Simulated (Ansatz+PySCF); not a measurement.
Two shapes of doublet C4H9.

Shape 1:

```xyz
13

C     0.0000   -0.1732    0.0000
C    -1.4931    0.0329    0.0000
C     0.7466    0.0329    1.2931
C     0.7466    0.0329   -1.2931
H    -1.7541    1.1175    0.0000
H     0.8771    1.1175    1.5191
H     0.8771    1.1175   -1.5191
H    -1.9645   -0.4111    0.8972
H    -1.9645   -0.4111   -0.8972
H     1.7593   -0.4110    1.2527
H     0.2052   -0.4110    2.1499
H     0.2052   -0.4110   -2.1499
H     1.7593   -0.4110   -1.2527
```

Shape 2:

```xyz
13

C     0.0000   -0.1620    0.0000
C    -1.4931    0.0442    0.0000
C     0.7466    0.0442    1.2931
C     0.7466    0.0442   -1.2931
H    -1.7424    1.0801    0.0000
H     0.8712    1.0801    1.5090
H     0.8712    1.0801   -1.5090
H    -1.9645   -0.3998    0.8972
H    -1.9645   -0.3998   -0.8972
H     1.7593   -0.3998    1.2527
H     0.2052   -0.3998    2.1499
H     0.2052   -0.3998   -2.1499
H     1.7593   -0.3998   -1.2527
```

Basis set: cc-pVTZ (spherical functions). Left uncorrelated: 4 orbitals. Correlation on ROHF uses semicanonical orbitals with singles. Charge 0, multiplicity 2.

Computed with Ansatz (development build ahead of 0.2.0); each method stands on the lowest determinant of its kind that the runs found.

Task: Which shape is lower in energy, and by how much in each method?

Result:

```json
{"method": "ROHF", "E(2) − E(1) (eV)": "0.004"}
{"method": "UHF", "E(2) − E(1) (eV)": "0.007"}
{"method": "ROHF-MP2", "E(2) − E(1) (eV)": "0.037"}
{"method": "UHF-MP2", "E(2) − E(1) (eV)": "0.037"}
```

Shape 1 is lower.
